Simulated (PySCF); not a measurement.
Which level of theory gave which numbers?

PF3.
Bonds: F1–P2, P2–F3, P2–F4.

The closed-shell ground state was solved 4 times with PySCF (density fitting, gas phase), always in the def2-SVPD basis (93 functions), with these functionals: CAM-B3LYP, LC-wPBE, PBE0 and wB97X-D. Geometry: PBE0-D3(BJ)/def2-SVP; no solvent, vibrations or thermal averaging.

```csv
row,total energy (Eh),HOMO (eV),LUMO (eV),dipole (D)
P,-640.5643,-11.51,1.28,1.29
Q,-640.6030,-11.04,0.50,1.37
R,-640.2424,-9.56,-0.57,1.27
S,-640.3933,-12.32,1.79,1.26
```

**Question.** Which functional belongs to which row?

**Answer.** P = wB97X-D, Q = CAM-B3LYP, R = PBE0, S = LC-wPBE. By rising HOMO–LUMO gap: PBE0 (global hybrid, 25 % exact exchange) 8.99 eV; CAM-B3LYP (range-separated hybrid) 11.54 eV; wB97X-D (range-separated hybrid) 12.79 eV; LC-wPBE (range-separated hybrid) 14.11 eV. Total energies of different functionals aren't bounds to one another; each is stationary for its own functional.

The pairwise dispersion term of wB97X-D wasn't added to the energies; at a given geometry it leaves orbitals and properties as they are.
